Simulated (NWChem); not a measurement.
## Total energies of N

```xyz
1

N      0.0000     0.0000     0.0000
```
Charge 0, spin multiplicity 4.

All runs are NWChem calculations.

Basis set: cc-pVTZ (30 functions).

```json
[
 {"method": "UHF", "total energy (Ha)": "-54.40069"},
 {"method": "UMP2", "total energy (Ha)": "-54.49662"},
 {"method": "UB2PLYP", "total energy (Ha)": "-54.56740"},
 {"method": "UPBE", "total energy (Ha)": "-54.52967"},
 {"method": "UB3LYP", "total energy (Ha)": "-54.60178"},
 {"method": "UBLYP", "total energy (Ha)": "-54.58694"}
]
```

Total energies of different functionals aren't comparable as a measure of quality: only differences taken within one method are. 

The correlated methods keep 1 core orbital frozen. B3LYP has NWChem's definition, with VWN1-RPA local correlation. The stability of the SCF solutions was not checked. Open-shell Hartree-Fock references start from PBE0 orbitals.
